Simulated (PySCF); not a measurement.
Spectra and structures to be paired. Method used: TDDFT PBE0/def2-SVPD, vertical, gas phase, core orbitals frozen in the response (PySCF 2.14.0, density-fitted response routines). Geometries: GFN2-xTB; one conformer of each isolated species. Triplets are in the Tamm–Dancoff approximation.

A. `C#C[C@@H]1C=COC1=O`
B. `C/C=C(/C)CC(Cl)Cl`
C. `C1C(C=CC(=O)C=1)=O`

Lowest singlet levels (six at most, fewer where fewer were computed) with oscillator strengths:

1. 6.04 eV (f 0.094); 6.52 eV (f 0.017); 6.69 eV (f 0.056); 6.94 eV (f 0.020); 6.99 eV (f 0.005); 7.08 eV (f 0.038); T1 4.21 eV
2. 2.51 eV (f 0.000); 2.81 eV (f 0.000); 3.92 eV (f 0.000); 5.08 eV (f 0.352); 5.65 eV (f 0.001); 6.03 eV (f 0.000); T1 2.03 eV
3. 5.34 eV (f 0.002); 5.65 eV (f 0.057); 6.20 eV (f 0.008); 6.34 eV (f 0.006); 6.62 eV (f 0.003); 6.78 eV (f 0.085); T1 4.03 eV

Question: Match each spectrum to its molecule.

Answer: 1 = B, 2 = C, 3 = A.
- A: S1 at 5.34 eV, HOMO-1→LUMO (63%), HOMO→LUMO (15%), HOMO-3→LUMO (13%); Löwdin shares by element: HOMO carbon 54% or more, oxygen 26% (atoms not listed hold the other 20%); LUMO carbon 51% or more, oxygen 18% or more (atoms not listed hold the other 32%); HOMO -7.67 and LUMO -0.97 eV.
- B: S1 at 6.04 eV, HOMO→LUMO (89%); Löwdin shares by element: HOMO carbon 77% or more (atoms not listed hold the other 23%); LUMO chlorine 43%, carbon 28% or more (atoms not listed hold the other 28%); HOMO -7.14 and LUMO -0.27 eV.
- C: S1 at 2.51 eV, HOMO→LUMO (98%); Löwdin shares by element: HOMO oxygen 56%, carbon 15% or more (atoms not listed hold the other 28%); LUMO oxygen 37%, carbon 24% or more (atoms not listed hold the other 39%); HOMO -8.05 and LUMO -3.82 eV; point group D2h, 4 of its 6 listed states under f = 0.0005.
